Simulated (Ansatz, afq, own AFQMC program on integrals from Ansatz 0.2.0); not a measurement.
# CH3S, doublet in cc-pVDZ, levels against CCSDT(Q)

| atom | x (Å) | y (Å) | z (Å) |
| --- | --- | --- | --- |
| C | -0.0073 | 0.0000 | 1.1891 |
| S | -0.0002 | 0.0000 | -0.5928 |
| H | 1.0435 | 0.0000 | 1.5020 |
| H | -0.4747 | 0.8983 | 1.5939 |
| H | -0.4747 | -0.8983 | 1.5939 |

Connectivity, by distances: CH3–S.

Basis cc-pVDZ. Only valence electrons are correlated. AFQMC by an in-house program on the Cholesky factors that Ansatz 0.2.0 writes for its CCSD(T) run. The CISD trial takes its coefficients from CCSD amplitudes. Released means that phaseless walkers are propagated on without the constraint, phases kept. Free AFQMC starts from the CCSD state and is never constrained. Its projection time is finite, and what remains of the start isn't in its error. Error bars are statistical, one sigma.

Determinant: UHF, the one that the program's search chose, which needn't be the lowest solution. The geometry is a point of a scan.

No full CI on the walks' own integrals is used here; CCSDT(Q) serves as the reference and is uncertain by about the last step of the cluster series.

The T1 diagnostic is 0.0099. The weight of the determinant in the CISD state is 0.884, the ⟨S²⟩ of the determinant is 0.760 and the size of the correlated space is 13 electrons in 41 orbitals.

Reference: CCSDT(Q), correlation energy -8.072 eV. The released energy is read at 2.40 1/Eh (meV from the phaseless value at times in 1/Eh: 5 ± 11 at 0.24, 5 ± 9 at 0.51, -15 ± 14 at 0.99, -11 ± 12 at 1.62, -4 ± 18 at 2.40).

```json
{"level": "HF", "E − E(reference) (mEh)": "296.65", "share of correlation (%)": "0.00"}
{"level": "MP2", "E − E(reference) (mEh)": "42.13", "share of correlation (%)": "85.80"}
{"level": "CCSD", "E − E(reference) (mEh)": "8.26", "share of correlation (%)": "97.21"}
{"level": "CCSD(T)", "E − E(reference) (mEh)": "1.14", "share of correlation (%)": "99.62"}
{"level": "CCSDT", "E − E(reference) (mEh)": "0.45", "share of correlation (%)": "99.85"}
{"level": "ph-AFQMC/HF", "E − E(reference) (mEh)": "4.34 ± 2.00", "share of correlation (%)": "98.54"}
{"level": "ph-AFQMC/CISD", "E − E(reference) (mEh)": "0.38 ± 0.47", "share of correlation (%)": "99.87"}
{"level": "released AFQMC", "E − E(reference) (mEh)": "0.23 ± 0.65", "share of correlation (%)": "99.92"}
{"level": "free AFQMC", "E − E(reference) (mEh)": "0.41 ± 0.63", "share of correlation (%)": "99.86"}
```

Free projections are given only where their last times agree within the noise and don't stop above the reference; a slow remainder of the start can still hide under it. A walk keeps the symmetry of its determinant, which the program's search chose and which needn't be the lowest solution, so a lower state of the same spin and another symmetry isn't excluded. Released energies are given only where the last usable release times agree within the noise; a slower fall can still hide under it.
